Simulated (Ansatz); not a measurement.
Relaxation of FH3NSi (6 atoms, charge 1, multiplicity 1), to a largest force component of 0.02 eV/Å in at most 50 steps.

These are results of RKS PBE/cc-pVDZ (Ansatz), not measurements.

```xyz
6
Properties=species:S:1:pos:R:3
N -0.572 0.327 -0.619
Si 0.533 -0.143 0.529
F 0.427 -1.675 0.839
H 0.227 1.118 -0.096
H -0.696 1.269 -0.981
H 1.538 0.550 1.278
```

Where does it end, and by what steps?

It converged. Limits of this set-up: the dipole of an ion depends on the origin. After 9 steps the energy has fallen by 3.835 eV; H4 moved furthest, 0.82 Å. Parted: Si2–H4.

```json
{"step": "0", "energy less start (eV)": "0.0000", "largest force component (eV/Å)": "4.083", "accepted": "yes"}
{"step": "1", "energy less start (eV)": "-0.9069", "largest force component (eV/Å)": "2.987", "accepted": "yes"}
{"step": "2", "energy less start (eV)": "-2.0313", "largest force component (eV/Å)": "3.405", "accepted": "yes"}
{"step": "3", "energy less start (eV)": "-2.7668", "largest force component (eV/Å)": "2.659", "accepted": "yes"}
{"step": "4", "energy less start (eV)": "-3.4367", "largest force component (eV/Å)": "0.940", "accepted": "yes"}
{"step": "5", "energy less start (eV)": "-3.7137", "largest force component (eV/Å)": "0.589", "accepted": "yes"}
{"step": "6", "energy less start (eV)": "-3.8160", "largest force component (eV/Å)": "0.552", "accepted": "yes"}
{"step": "7", "energy less start (eV)": "-3.8331", "largest force component (eV/Å)": "0.174", "accepted": "yes"}
{"step": "8", "energy less start (eV)": "-3.8351", "largest force component (eV/Å)": "0.050", "accepted": "yes"}
{"step": "9", "energy less start (eV)": "-3.8352", "largest force component (eV/Å)": "0.015", "accepted": "yes"}
```

```xyz
6
Properties=species:S:1:pos:R:3
N -0.180 0.825 -0.390
Si 0.630 -0.200 0.636
F 0.174 -1.745 0.640
H 0.043 1.827 -0.463
H -0.947 0.525 -1.009
H 1.735 0.216 1.535
```

Whether the end is a true minimum wasn't checked by a vibrational analysis.

Run time: 17 s on 1 CPU thread of a shared host.
